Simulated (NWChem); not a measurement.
System: isobutene (C₄H₈); SMILES C=C(C)C

Input file for NWChem:

```
start job
memory heap 200 mb stack 900 mb global 1100 mb
geometry units angstroms noautoz
  C      1.270635     0.000403    -0.674535
  C      0.000000     0.000000     0.123266
  C     -1.270635    -0.000403    -0.674535
  C      0.000000     0.000000     1.461512
  H      1.320464     0.882935    -1.335170
  H      1.322973    -0.883913    -1.332548
  H      2.161431     0.002947    -0.030901
  H     -1.322973     0.883913    -1.332548
  H     -2.161431    -0.002947    -0.030901
  H     -1.320464    -0.882935    -1.335170
  H     -0.933284    -0.000236     2.031972
  H      0.933284     0.000236     2.031972
end
basis spherical
  * library sto-3g
end
dft
  xc b3lyp
  iterations 150
  mulliken
end
task dft energy
```

Structure relaxed at the PBE0/def2-SVP level. B3LYP is NWChem's, with the RPA form of VWN correlation.

Problem. Predict the main results of this run. (B3LYP/STO-3G.) Quantities: basis functions; energy (Ha); highest occupied level (eV); orbital gap (eV); dipole (D).

Solution. 
```json
{
  "number_of_basis_functions": "28",
  "energy (Ha)": "-155.33",
  "highest occupied level (eV)": "-5.05",
  "orbital gap (eV)": "8.47",
  "dipole (D)": "0.43"
}
```
